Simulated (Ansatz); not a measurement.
# BH3Cl (doublet): from Hartree-Fock to the top rungs at distance B1–H4 along a hydrogen transfer = 1.460 Å, cc-pVDZ

How much of the correlation energy of BH3Cl (doublet) does each wave-function method recover here?

Computed with Ansatz 0.2.0, Gaussian basis. Level: cc-pVDZ, correlated electrons: outside noble gas.

The runs, in order: UHF; CCSD(T) on ROHF; CCSD(T) on UHF; BCCD(T) on ROHF; CISD; CCSDT(Q) on ROHF; CCSDT(Q) on UHF; CASSCF and MRCISD+Q, 3 electrons in 3 orbitals; CASSCF and NEVPT2, 3 electrons in 3 orbitals.

### 1 The geometry

The geometry derives from fragments relaxed apart (PBE0/def2-TZVP) and kept rigid, so it is no stationary point. A hydrogen atom is moved between rigid fragments.

5 atoms, charge 0, spin multiplicity 2.

Atoms are counted from 1 here; the program's logs count them from 0.

Bond lengths: B1–H2 1.193 Å, B1–H3 1.193 Å, H4–Cl5 1.394 Å. Angles: H2–B1–H3 120.0°.

In the tables R marks a restricted open-shell determinant and U an unrestricted one; 'pair' is the active space of 3 electrons in 3 orbitals; correlation energies count from the lowest restricted Hartree-Fock solution.

### 2 UHF

Input file in.yaml:

```yaml
crystal:
  periodic: [false, false, false]
  atoms:
    - {symbol: B, position_ang: [-2.058349, 0.000000, 0.000000]}
    - {symbol: H, position_ang: [-2.655082, 1.033571, 0.000000]}
    - {symbol: H, position_ang: [-2.655082, -1.033571, 0.000000]}
    - {symbol: H, position_ang: [-0.598349, 0.000000, 0.000000]}
    - {symbol: Cl, position_ang: [0.795651, 0.000000, 0.000000]}
basis:
  gaussian: {orbitals: cc-pVDZ}
magnetization: {spin_polarized: true, initial_magnetization: 1}
hamiltonian: {xc: hf}
output: {orbitals: {seedname: orbitals}}
```

Command:

```console
> ansatz run in.yaml --threads 1 --pin off --events-out ev --progress --plain --max-ram 2393MiB
```

Further steps of the session: CCSD(T) on ROHF; CCSD(T) on UHF; BCCD(T) on ROHF; CISD; CCSDT(Q) on ROHF; CCSDT(Q) on UHF; CASSCF and MRCISD+Q, 3 electrons in 3 orbitals; CASSCF and NEVPT2, 3 electrons in 3 orbitals.

Q: Predict the results of all the runs planned. Wanted: correlation energy, UCCSDT(Q); RMP2 from UCCSDT(Q); UMP2 from UCCSDT(Q); RCCSD from UCCSDT(Q); RCCSD(T) from UCCSDT(Q); UCCSD(T) from UCCSDT(Q); RCCSDT(Q) from UCCSDT(Q); NEVPT2 pair from UCCSDT(Q); MRCISD+Q pair from UCCSDT(Q).

As calculated:

| quantity | value |
| --- | --- |
| correlation energy, UCCSDT(Q) | -7.4006 eV |
| RMP2 from UCCSDT(Q) | +1105.0 meV |
| UMP2 from UCCSDT(Q) | +1145.5 meV |
| RCCSD from UCCSDT(Q) | +167.7 meV |
| RCCSD(T) from UCCSDT(Q) | +30.5 meV |
| UCCSD(T) from UCCSDT(Q) | +31.1 meV |
| RCCSDT(Q) from UCCSDT(Q) | +0.4 meV |
| NEVPT2 pair from UCCSDT(Q) | +1110.1 meV |
| MRCISD+Q pair from UCCSDT(Q) | +47.4 meV |
| levels within 1 kcal/mol (43 meV) | RCCSD(T), UCCSD(T), BCCD(T), RCCSDT, UCCSDT, RCCSDT(Q) |
| T1 diagnostic | 0.018 |

RCCSD(T) lands +30.5 meV from the yardstick (0.4 % of the correlation energy). Of the multireference levels listed MRCISD+Q pair comes nearest (+47.4 meV). These misses are within one basis and frozen core, not against nature; frozen cores of the runs differ by up to some meV.
